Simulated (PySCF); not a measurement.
## Nuclear quadrupole coupling in H2O

Species: H2O.
Structure used (PBE0-D3(BJ)/def2-SVP), in Å, numbered top down from 1:
```
atom  x, y, z in Å
O1    -0.0412    0.3965    0.0000
H2    -0.7297   -0.2762    0.0000
H3     0.7709   -0.1204    0.0000
```

The species is `O` (H2O).

Field gradients from the PBE0/pcSseg-1 density (PySCF, non-relativistic), principal values in atomic units, ordered |Vxx| ≤ |Vyy| ≤ |Vzz|:

| atom | Vxx | Vyy | Vzz |
| --- | --- | --- | --- |
| O1 | 0.2480 | 1.7484 | -1.9963 |

Q: Find the asymmetry η = (Vxx − Vyy)/Vzz and the couplings χ = eQV/h (234.96 MHz × Q in barn × V in au), with Q(17O) = −0.0256 b.

A: 
| atom | environment | nucleus | η | χzz (MHz) | χxx (MHz) | χyy (MHz) |
| --- | --- | --- | --- | --- | --- | --- |
| O1 | water oxygen | 17O | 0.75 | 12.01 | -1.49 | -10.52 |

Q: What is Vzz at O1 in SI units (1 au = 9.71736 × 10²¹ V/m²)?

A: -1.9963 au = -19.399 × 10²¹ V/m².

Q: What couplings would deuterons (Q(2H) = 0.00286 b) have in place of the hydrogens, at this geometry?

A: 
| atom | bonded to | bond length (Å) | Vzz (au) | η | χzz (kHz) |
| --- | --- | --- | --- | --- | --- |
| H2 | O1 | 0.963 | 0.4779 | 0.15 | 321 |
| H3 | O1 | 0.963 | 0.4780 | 0.15 | 321 |

Geometry: PBE0-D3(BJ)/def2-SVP; no solvent, vibrations or thermal averaging. The basis is small and wasn't made for field gradients, so the couplings can be 20 % off.
